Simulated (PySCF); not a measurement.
Molecule: 3-butynoic acid (C#CCC(=O)O, C₄H₄O₂).

Geometry (Å), atoms numbered from 1 in this order:
```xyz
10

C     2.151   -0.483    0.856
C     1.233    0.052    0.278
C     0.146    0.703   -0.435
C    -1.180   -0.035   -0.459
O    -1.969    0.049   -1.360
O    -1.397   -0.748    0.646
H     2.962   -0.960    1.374
H     0.417    0.898   -1.483
H    -0.059    1.690    0.018
H    -2.270   -1.157    0.543
```

Spin–spin couplings on one PBE0-D3(BJ)/def2-SVP geometry, PySCF 2.14, gas phase, non-relativistic, equivalent pairs averaged (without the spin–dipole term); isotopes ¹³C, ¹H, ¹⁷O; basis pcJ-1.

How do the couplings (Hz) change with the functional? Times are CPU seconds on shared hosts with different chips, so compare them loosely; the GGAs took longer than the global hybrids here, which isn't the general rule, and the cause wasn't traced.

## Answers


| functional | functions | ¹J(C1,H7) | ¹J(C1,C2) | ¹J(C3,H8) | ¹J(O6,H10) | ¹J(C2,C3) | ¹J(C3,C4) | ¹J(C4,O6) | core-s |
| --- | --- | --- | --- | --- | --- | --- | --- | --- | --- |
| LDA | 202 | 218.7 | 181.5 | 104.6 | -60.8 | 57.7 | 43.3 | 35.8 | 20 |
| PBE | 202 | 253.6 | 193.3 | 126.8 | -62.4 | 69.6 | 54.0 | 36.5 | 26 |
| KT2 | 202 | 279.7 | 177.2 | 134.9 | -62.9 | 58.0 | 44.1 | 40.5 | 26 |
| B3LYP | 202 | 274.8 | 205.9 | 138.7 | -74.7 | 79.7 | 62.0 | 32.7 | 16 |
| PBE0 | 202 | 260.5 | 200.1 | 131.3 | -71.8 | 77.1 | 59.7 | 31.9 | 24 |
| B97-2 | 202 | 250.3 | 200.1 | 124.2 | -71.4 | 75.9 | 58.7 | 31.4 | 23 |
| BHandHLYP | 202 | 292.9 | 222.3 | 150.3 | -88.3 | 92.6 | 71.9 | 26.6 | 19 |
| CAM-B3LYP | 202 | 270.4 | 204.5 | 136.4 | -76.5 | 79.3 | 62.1 | 30.9 | 25 | Left out for a near triplet instability: HF/pcJ-1.
